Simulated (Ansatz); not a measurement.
Results of r²SCAN-D4 (PAW; Ansatz, a program for electronic structure) for hcp Cd.

Numerical settings: plane-wave cutoff 560 eV, 24×24×10 k mesh (along the axes of the cell as run), Fermi–Dirac smearing 0.05 eV, scalar-relativistic PAW data made under PBE.

The cell is scaled about its equilibrium volume:

Shape and atoms are relaxed at each volume.

```csv
V (Å³/atom),P (GPa),c (Å),a (Å)
20.670,2.34,5.527,2.939
21.100,1.09,5.603,2.949
21.531,0.01,5.680,2.959
21.962,-0.88,5.765,2.966
22.392,-1.65,5.849,2.973
```

Note: the bulk modulus comes from volumes at which shape and atoms were relaxed.
